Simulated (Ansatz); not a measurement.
# What a trial cell of Sb2P relaxes into

Theory: Ansatz 0.2.0, DFT r2SCAN, scalar-relativistic, plane waves, PAW. Cutoff 500 eV, Γ-centred k mesh, Gaussian smearing, no spin polarisation in the final step.

Sb2P was placed on the cubic Laves (C15) structure type (Fd-3m, No. 227), with P in place of Mg, Sb in place of Cu, at a guessed volume.

```yaml
crystal:
  lattice:
    - [0.00000, 4.19076, 4.19076]
    - [4.19076, 0.00000, 4.19076]
    - [4.19076, 4.19076, 0.00000]
  atoms:
    - { symbol: Sb, position: [0.62500, 0.62500, 0.62500] }
    - { symbol: Sb, position: [0.12500, 0.62500, 0.62500] }
    - { symbol: Sb, position: [0.62500, 0.62500, 0.12500] }
    - { symbol: Sb, position: [0.62500, 0.12500, 0.62500] }
    - { symbol: P, position: [0.00000, 0.00000, 0.00000] }
    - { symbol: P, position: [0.25000, 0.25000, 0.25000] }
```

Cell and atoms relax at zero pressure; the relaxation can't lower the symmetry of the start.

Formation energies are uncorrected and refer to the elements' standard structures at the same level.

(1) What does it relax into?

(2) What are its volume, energy, density and gap?

## Answers

(1) It keeps Fd-3m (No. 227). The result has the cubic Laves (C15) structure. Conventional cell: a = 8.540 Å. Sb is coordinated by 6 Sb at 3.02 Å and 6 P at 3.54 Å; P is coordinated by 12 Sb at 3.54 Å and 4 P at 3.70 Å.

```
Sb P
1.0
     0.00000    4.27014    4.27014
     4.27014    0.00000    4.27014
     4.27014    4.27014    0.00000
Sb P
4 2
Direct
  0.12500 0.12500 0.12500
  0.62500 0.12500 0.12500
  0.12500 0.12500 0.62500
  0.12500 0.62500 0.12500
  0.50000 0.50000 0.50000
  0.75000 0.75000 0.75000
```

(2) The volume per atom is 25.95 Å³, the density is 5.85 g/cm³ and the energy over the elements is 1.11 eV/atom. The gap on the 8×8×8 mesh is 0 eV (a metal).

The final run used a 8×8×8 mesh on its 6-atom cell and 0.10 eV smearing. The k mesh leaves about 4 meV/atom of noise in metals. Spin–orbit coupling is left out. A structure relaxed within its symmetry needn't be a true minimum.

Cost: 2 runs of about 1.2 core-minutes in all, on Intel Xeon 6975P-C (Granite Rapids) (shared hosts).